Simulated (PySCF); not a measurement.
These are B3LYP-D3(BJ)/def2-TZVP run with PySCF 2.14.0 values and carry that method's errors. Isolated molecules, 0 K electronic values unless said otherwise. B3LYP has the VWN-RPA correlation part, as in Gaussian. Excitations are Tamm–Dancoff values on a coarser integration grid. The basis has no diffuse functions, so Rydberg states are missing or too high.

Reference species (SMILES): `FB(F)F` (neutral, multiplicity 1).

* **S1–T1 gap (TDA)**: 0.25 eV
* **HOMO**: -11.90 eV

Changed species: `NB(N)F` (2 of 3 F replaced by NH2; the reference has 0 of 3 F replaced by NH2).

Q: Predict the effect on the S1–T1 gap (TDA) and HOMO.

A: the S1–T1 gap (TDA) goes up by 0.05 eV, to 0.30 eV; the HOMO rises by 4.99 eV, to -6.91 eV.
